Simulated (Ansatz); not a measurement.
**AlSiHS (triplet): wave-function methods side by side at a displaced geometry (v2), cc-pVDZ**

The task here is to estimate one member of a computed series from the others.

Computed with Ansatz 0.2.0, Gaussian basis. Level: cc-pVDZ, core rule «outside noble gas», up to 15 orbitals frozen.

Plan: UHF; CCSD(T) on ROHF; CCSD(T) on UHF; BCCD(T) on ROHF; CISD as a restricted active space (open shells left free, so some higher excitations enter); CCSDT(Q) on ROHF; CCSDT(Q) on UHF.

20 further runs of the same task are left out: 7 that didn't finish, 13 set aside as unsound or not needed. Runs told in other sessions of the task aren't counted.

### What is computed

The geometry is a PBE0/def2-TZVP stationary point (not a proven minimum) with its atoms shifted at random (size 0.100 Å).

4 atoms, charge 0, spin multiplicity 3.

Atoms are counted from 1 here; the program's logs count them from 0.

Bond lengths: S1–Al2 2.194 Å, S1–H4 1.269 Å, Al2–Si3 2.356 Å. Angles: Al2–S1–H4 91.9°, S1–Al2–Si3 173.4°.

The first run:

Input file in.yaml:

```yaml
crystal:
  periodic: [false, false, false]
  atoms:
    - {symbol: S, position_ang: [0.064563, -0.349493, 1.660341]}
    - {symbol: Al, position_ang: [-0.100293, -0.275342, -0.526194]}
    - {symbol: Si, position_ang: [-0.023690, -0.291504, -2.880750]}
    - {symbol: H, position_ang: [0.059420, 0.916339, 1.746603]}
basis:
  gaussian: {orbitals: cc-pVDZ}
magnetization: {spin_polarized: true, initial_magnetization: 2}
hamiltonian: {xc: hf}
output: {orbitals: {seedname: orbitals}}
```

Launch:

```bash
> ansatz run in.yaml --threads 1 --pin off --events-out ev --progress --plain --max-ram 2393MiB
```

Steps of the session up to this table: UHF; CCSD(T) on ROHF; CCSD(T) on UHF; BCCD(T) on ROHF; CISD as a restricted active space (open shells left free, so some higher excitations enter); CCSDT(Q) on ROHF; CCSDT(Q) on UHF.

One table of the session follows, with a row left open; its other results are not shown here.

It belongs to the step «Misses and costs». 

| method | from UCCSDT(Q) (meV) |
| --- | --- |
| ROHF | +8175.0 |
| UHF | +8066.5 |
| RMP2 | +1424.9 |
| UMP2 | ? |
| CISD | +1266.5 |
| RCCSD | +379.4 |
| UCCSD | +377.2 |
| RCCSD(T) | +76.4 |
| UCCSD(T) | +77.9 |
| BCCD(T) | +76.6 |
| RCCSDT | +26.3 |
| UCCSDT | +26.1 |
| RCCSDT(Q) | +1.7 |
| UCCSDT(Q) | 0 |

**Question.** Estimate the row for UMP2.

The run gave: from UCCSDT(Q) (meV): +1467.4. In the column «from UCCSDT(Q) (meV)» it lies between RMP2 (+1424.9) and UHF (+8066.5).

To keep in mind: Restricted and unrestricted rows rest on different reference determinants; a gap between their highest levels can come from leftover correlation error, from unlike frozen cores or from another state.
